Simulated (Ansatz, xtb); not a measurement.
## Two conformers of C5H11F

Structure X: `CCC(C)(C)F`, a singlet. Structure Y: `CCC(C)(C)F`, a singlet. Both are isolated molecules in the gas phase, relaxed with PBE0-D3(BJ)/def2-SVP.

X (Å):

```xyz
17

C    -2.1373    1.6415    0.6589
C    -1.2846    0.8944   -0.3530
C    -0.5845   -0.3484    0.1952
C     0.3630   -0.0461    1.3426
C     0.1088   -1.1201   -0.9128
F    -1.5820   -1.1859    0.7058
H    -1.5324    2.1010    1.4553
H    -2.7054    2.4482    0.1726
H    -2.8559    0.9568    1.1323
H    -0.5189    1.5605   -0.7850
H    -1.9180    0.5654   -1.1936
H    -0.1728    0.4218    2.1799
H     0.8186   -0.9774    1.7091
H     1.1667    0.6317    1.0189
H     0.5454   -2.0478   -0.5150
H     0.9134   -0.5214   -1.3642
H    -0.6116   -1.3864   -1.7000
```

Y (Å):

```xyz
17

C    -0.5990    0.6199    0.3678
C     0.5381   -0.3652    0.1528
C     0.2605   -1.8089    0.5679
C    -0.8432   -2.4556   -0.2495
C     0.0230   -1.9581    2.0599
F     1.4342   -2.5114    0.2790
H    -0.3044    1.6276    0.0398
H    -0.8853    0.6943    1.4282
H    -1.4985    0.3426   -0.2031
H     0.8265   -0.3857   -0.9113
H     1.4340   -0.0375    0.7057
H    -0.9168   -3.5238    0.0015
H    -1.8179   -1.9876   -0.0508
H    -0.6247   -2.3679   -1.3240
H     0.8565   -1.5164    2.6258
H    -0.9103   -1.4666    2.3698
H    -0.0457   -3.0238    2.3223
```

**Question.** Estimate which is lower in electronic energy at CCSD(T)/def2-SVP + ΔMP2/def2-TZVPP, and by roughly how much.

**Answer.** Too close to call at this level: CCSD(T)/def2-SVP + ΔMP2/def2-TZVPP gives E(Y) − E(X) = +0.22 kcal/mol.

The same difference at several levels:

```json
{"level": "PBE0-D3(BJ)/def2-SVP", "geometry": "PBE0-D3(BJ)/def2-SVP", "E(Y) − E(X) (kcal/mol)": "+0.35", "departure from the last row (kcal/mol)": "+0.12", "job, with rough time for the two": "optimisation, 47 s"}
{"level": "HF/def2-SVP", "geometry": "PBE0-D3(BJ)/def2-SVP", "E(Y) − E(X) (kcal/mol)": "+0.67", "departure from the last row (kcal/mol)": "+0.44", "job, with rough time for the two": "part of the CCSD(T) run"}
{"level": "MP2/def2-SVP", "geometry": "PBE0-D3(BJ)/def2-SVP", "E(Y) − E(X) (kcal/mol)": "+0.47", "departure from the last row (kcal/mol)": "+0.25", "job, with rough time for the two": "part of the CCSD(T) run"}
{"level": "CCSD(T)/def2-SVP", "geometry": "PBE0-D3(BJ)/def2-SVP", "E(Y) − E(X) (kcal/mol)": "+0.52", "departure from the last row (kcal/mol)": "+0.29", "job, with rough time for the two": "single point"}
{"level": "CCSD(T)/def2-SVP + ΔMP2/def2-TZVPP", "geometry": "PBE0-D3(BJ)/def2-SVP", "E(Y) − E(X) (kcal/mol)": "+0.22", "departure from the last row (kcal/mol)": "", "job, with rough time for the two": "single point, 1.9 min"}
```

The largest departure from CCSD(T)/def2-SVP + ΔMP2/def2-TZVPP is that of HF/def2-SVP, 0.44 kcal/mol. Levels run at GFN2-xTB geometries aren't shown. The last row adds to CCSD(T) the change of the MP2 difference between the two basis sets, here −0.29 kcal/mol.

With harmonic frequencies from PBE0-D3(BJ)/def2-SVP (ideal gas, rigid rotor, one conformer each, 298.15 K, 1 atm): on the last row, ΔE + ΔZPE = +0.23, ΔH = +0.22, ΔG = +0.18 kcal/mol.

The correlated steps freeze 6 core orbitals. Mirror images aren't counted in ΔG. Codes used: Ansatz 0.2.0; the last row on 2 threads of Arm Neoverse V2 on a shared host.
